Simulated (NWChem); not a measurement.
# CH2O2 (formic acid) at 6 levels

Aim: a comparison of 6 runs (HF/STO-3G, HF/3-21G, M06-2X/cc-pVTZ, B3LYP/6-31G*, PBE/cc-pVTZ, SVWN5/cc-pVTZ) of CH2O2 (formic acid). 

Program for the calculation: NWChem 7.3.0.

## (1) The molecule

CH2O2 has 5 atoms, charge 0, and is taken as a singlet. As SMILES, `O=CO`. The shape is that of a PBE0-D4/def2-TZVP optimisation. This is one conformer, not always the lowest.

Bond lengths: O1–C2 1.194 Å, C2–O3 1.335 Å, C2–H4 1.099 Å, O3–H5 0.969 Å. Angles: O1–C2–O3 125.1°, O1–C2–H4 125.1°, O3–C2–H4 109.8°, C2–O3–H5 107.3°.

## (2) Energy and gradient at HF/STO-3G (run 1)

File run.py:

```python
from ase import Atoms
from ase.calculators.nwchem import NWChem

molecule = Atoms('OCOHH', positions=[
    [-0.387130, -0.425720, 1.205310],
    [-0.230880, -0.347230, 0.024010],
    [0.456980, 0.613310, -0.598030],
    [-0.631770, -1.055030, -0.715060],
    [0.792790, 1.214660, 0.083770],
])

calc = NWChem(
    label='test',
    theory='scf',
    memory='2200 mb',
    basis='STO-3G',
    basispar='spherical bse',
    scf={'nopen': '0', 'rhf': None, 'thresh': '1e-08', 'maxiter': '80'},
)
molecule.calc = calc

forces = molecule.get_forces()
e = molecule.get_potential_energy()
print(f"E = {e:.6f} eV")
print("forces (eV/A):")
for s, f in zip(molecule.symbols, forces):
    print(f"{s:2s} {f[0]:10.5f} {f[1]:10.5f} {f[2]:10.5f}")
print("dipole (e A):", molecule.get_dipole_moment().round(4))
```

The run is started by

```bash
export ASE_NWCHEM_COMMAND="nwchem PREFIX.nwi > PREFIX.nwo"
python run.py
```

What it wrote:

```text
E = -5067.134806 eV
forces (eV/A):
O    -0.28940   -0.09426    2.56786
C    -1.08357   -1.78080   -1.01199
O     1.07894    1.32844   -2.30278
H    -0.10218   -0.18404   -0.21541
H     0.39621    0.73066    0.96231
dipole (e A): [ 0.0782  0.1038 -0.1108]
```

The calculator wrote test.nwi:

```
title "test"

permanent_dir test

scratch_dir test

start test

geometry units angstrom nocenter noautosym noautoz
  O  -3.8712999999999997e-01 -4.2571999999999999e-01 1.2053100000000001e+00
  C  -2.3088000000000000e-01 -3.4722999999999998e-01 2.4010000000000000e-02
  O  4.5698000000000000e-01 6.1331000000000002e-01 -5.9802999999999995e-01
  H  -6.3177000000000005e-01 -1.0550299999999999e+00 -7.1506000000000003e-01
  H  7.9278999999999999e-01 1.2146600000000001e+00 8.3769999999999997e-02
end

memory 2200 mb

basis spherical bse noprint
   * library STO-3G
end

scf
  nopen 0
  rhf
  thresh 1e-08
  maxiter 80
end

task scf gradient
```

test.nwo (excerpt; [...] marks lines left out):

```text
[...]
      One-electron energy =   -396.933450370990
[... 1 line left out ...]
 Nuclear repulsion energy =     70.552443880377
[... 25 lines left out ...]
                       ROHF Final Molecular Orbital Analysis
[... 150 lines left out ...]
     1   1 0 0      0.147688      0.000000     -1.257537
[...]
  wavefunction    =   RHF
                         RHF ENERGY GRADIENTS
    atom               coordinates                        gradient
                 x          y          z           x          y          z
   1 O      -0.731570  -0.804494   2.277706    0.005628   0.001833  -0.049937
   2 C      -0.436300  -0.656170   0.045372    0.021072   0.034631   0.019680
   3 O       0.863567   1.158988  -1.130113   -0.020982  -0.025834   0.044782
   4 H      -1.193872  -1.993718  -1.351267    0.001987   0.003579   0.004189
   5 H       1.498156   2.295375   0.158302   -0.007705  -0.014209  -0.018714
[...]
```

Wall time 2.2 s (1 thread of Intel Xeon Platinum 8259CL at 2.50GHz (Skylake/Cascade Lake), shared host); peak memory 0.1 GiB.

## (3) Energy and gradient at HF/3-21G (run 2)

File geom.xyz:

```xyz
5

O     -0.387130    -0.425720     1.205310
C     -0.230880    -0.347230     0.024010
O      0.456980     0.613310    -0.598030
H     -0.631770    -1.055030    -0.715060
H      0.792790     1.214660     0.083770
```

File run.py:

```python
from ase.io import read
from ase.calculators.nwchem import NWChem

molecule = read('geom.xyz')

calc = NWChem(
    label='geom',
    theory='scf',
    memory='2200 mb',
    basis='3-21G',
    basispar='spherical bse',
    scf={'nopen': '0', 'rhf': None, 'thresh': '1e-08', 'maxiter': '80'},
)
molecule.calc = calc

forces = molecule.get_forces()
print("Total energy (eV):", round(molecule.get_potential_energy(), 6))
print("forces (eV/A):")
for s, f in zip(molecule.symbols, forces):
    print(f"{s:2s} {f[0]:10.5f} {f[1]:10.5f} {f[2]:10.5f}")
print("dipole (e A):", molecule.get_dipole_moment().round(4))
```

The run is started by

```bash
export ASE_NWCHEM_COMMAND="nwchem PREFIX.nwi > PREFIX.nwo"
python run.py
```

What it wrote:

```text
Total energy (eV): -5107.53624
forces (eV/A):
O     0.02844    0.10094    0.42968
C    -0.93429   -1.56318   -1.07853
O     0.26935    0.45647    0.35378
H     0.29696    0.52728    0.56955
H     0.33954    0.47843   -0.27454
dipole (e A): [ 0.0976  0.1177 -0.2274]
```

The calculator wrote geom.nwi:

```
title "geom"

permanent_dir geom

scratch_dir geom

start geom

geometry units angstrom nocenter noautosym noautoz
  O  -3.8712999999999997e-01 -4.2571999999999999e-01 1.2053100000000001e+00
  C  -2.3088000000000000e-01 -3.4722999999999998e-01 2.4010000000000000e-02
  O  4.5698000000000000e-01 6.1331000000000002e-01 -5.9802999999999995e-01
  H  -6.3177000000000005e-01 -1.0550299999999999e+00 -7.1506000000000003e-01
  H  7.9278999999999999e-01 1.2146600000000001e+00 8.3769999999999997e-02
end

memory 2200 mb

basis spherical bse noprint
   * library 3-21G
end

scf
  nopen 0
  rhf
  thresh 1e-08
  maxiter 80
end

task scf gradient
```

geom.nwo (excerpt; [...] marks lines left out):

```text
[...]
      One-electron energy =   -397.155940513113
[... 1 line left out ...]
 Nuclear repulsion energy =     70.552443880377
[... 30 lines left out ...]
                       ROHF Final Molecular Orbital Analysis
[... 192 lines left out ...]
     1   1 0 0      0.184531      0.000000     -1.257537
[...]
  wavefunction    =   RHF
                         RHF ENERGY GRADIENTS
    atom               coordinates                        gradient
                 x          y          z           x          y          z
   1 O      -0.731570  -0.804494   2.277706   -0.000553  -0.001963  -0.008356
   2 C      -0.436300  -0.656170   0.045372    0.018169   0.030399   0.020974
   3 O       0.863567   1.158988  -1.130113   -0.005238  -0.008877  -0.006880
   4 H      -1.193872  -1.993718  -1.351267   -0.005775  -0.010254  -0.011076
   5 H       1.498156   2.295375   0.158302   -0.006603  -0.009304   0.005339
[...]
```

Run time: 2.2 s. Hardware: 1 thread of Intel Xeon Platinum 8259CL at 2.50GHz (Skylake/Cascade Lake), shared host; peak memory 0.099 GiB.

Runs 3 to 5 aren't shown in full; the table further down has their settings and results.

## (4) Energy and gradient at SVWN5/cc-pVTZ (run 6)

File ch2o2.nw:

```
start ch2o2
title "CH2O2"
memory stack 880 mb heap 220 mb global 1100 mb
geometry units angstroms noautosym nocenter noautoz
   O       -0.387130      -0.425720       1.205310
   C       -0.230880      -0.347230       0.024010
   O        0.456980       0.613310      -0.598030
   H       -0.631770      -1.055030      -0.715060
   H        0.792790       1.214660       0.083770
end
basis "ao basis" spherical bse
   * library cc-pVTZ
end
dft
   xc slater vwn_5
   grid fine
   convergence energy 1e-08
   iterations 100
   mulliken
end
task dft gradient
```

The run is started by

```bash
nwchem ch2o2.nw > ch2o2.out
```

What it wrote:

```text
[...]
          Wavefunction type:  closed shell.
          No. of atoms     :     5
          No. of electrons :    24
[...]
          Charge           :     0
          Spin multiplicity:     1
[...]
          AO basis - number of functions:   118
[...]
              XC Information
              --------------
                        Slater Exchange Functional  1.000 local
                      VWN V Correlation Functional  1.000 local
[...]
 d= 0,ls=0.0,diis     1   -188.2730199788 -2.59D+02  1.27D-02  2.21D+00     5.6
[...]
 d= 0,ls=0.0,diis    12   -188.4195335561 -2.79D-09  1.26D-07  5.75D-10    50.6
         Total DFT energy =     -188.419533556142
      One electron energy =     -398.915684757129
           Coulomb energy =      161.784179817930
    Exchange-Corr. energy =      -21.840472497321
 Nuclear repulsion energy =       70.552443880377
[...]
      Total Density - Mulliken Population Analysis
     ---------------------------------------------
    Atom       Charge   Shell Charges
 -----------   ------   -------------------------------------------------------
    1 O    8     8.25   1.91  0.27  1.00  0.55  1.31  2.00  1.17  0.00  0.03  0.00
    2 C    6     5.83   1.91  0.22  0.79  0.22  0.87  1.22  0.39  0.05  0.15  0.02
    3 O    8     8.19   1.91  0.26  0.99  0.52  1.32  2.04  1.10  0.00  0.02  0.00
    4 H    1     0.94   0.26  0.52  0.13  0.01  0.02  0.00
    5 H    1     0.79   0.25  0.38  0.07  0.02  0.06  0.01
[...]
  wavefunction    = closed shell
                         DFT ENERGY GRADIENTS
    atom               coordinates                        gradient
                 x          y          z           x          y          z
   1 O      -0.731570  -0.804494   2.277706    0.000709  -0.000041  -0.008303
   2 C      -0.436300  -0.656170   0.045372   -0.003448  -0.004940   0.002171
   3 O       0.863567   1.158988  -1.130113    0.004384   0.008044   0.010357
   4 H      -1.193872  -1.993718  -1.351267    0.002392   0.004384   0.005612
   5 H       1.498156   2.295375   0.158302   -0.004036  -0.007448  -0.009837
[...]
```

Run time: 70 s. Hardware: 1 thread of Intel Xeon Platinum 8259CL at 2.50GHz (Skylake/Cascade Lake), shared host; peak memory 0.13 GiB.

## (5) The series

| run | level | iteration cap | module | energy (Eh) | dipole moment (D) | HOMO energy (eV) | LUMO energy (eV) | wall time |
| --- | --- | --- | --- | --- | --- | --- | --- | --- |
| 1 | HF/STO-3G | 80 | scf | -186.213771 | 0.82 | -9.83 | 8.47 | 2.2 s |
| 2 | HF/3-21G | 80 | scf | -187.698496 | 1.32 | -12.53 | 4.99 | 2.2 s |
| 3 | M06-2X/cc-pVTZ | 100 | dft | -189.765774 | – | – | – | 71 s |
| 4 | B3LYP/6-31G* (Cartesian functions) | 100 | dft | -189.755054 | 1.44 | -7.92 | 0.12 | 24 s |
| 5 | PBE/cc-pVTZ | 100 | dft | -189.636296 | 1.50 | -6.76 | -1.17 | 68 s |
| 6 | SVWN5/cc-pVTZ | 100 | dft | -188.419534 | 1.52 | -6.95 | -1.47 | 70 s |

## (6) What came out

| quantity | value |
| --- | --- |
| run 6: total energy | -188.41953 Eh |
| run 6: dipole moment | 1.52 D |
| run 6: HOMO energy | -6.95 eV |
| run 6: LUMO energy | -1.47 eV |
| run 6: HOMO–LUMO gap | 5.48 eV |
| run 6: largest force on an atom | 0.711 eV/Å |

What this shows: Over runs 1, 2, 4, 5, 6 the dipole moment (its size) runs from 0.82 D (HF/STO-3G) to 1.52 D (SVWN5/cc-pVTZ). The two ends differ in method and basis. Over runs 1, 2, 4, 5, 6 the HOMO–LUMO gap runs from 5.48 eV (SVWN5/cc-pVTZ) to 18.30 eV (HF/STO-3G). Totals of different functionals can't be ranked against each other. In run 1 the basis is minimal, so the values are rough. All runs together took 4 min, the longest 71 s.
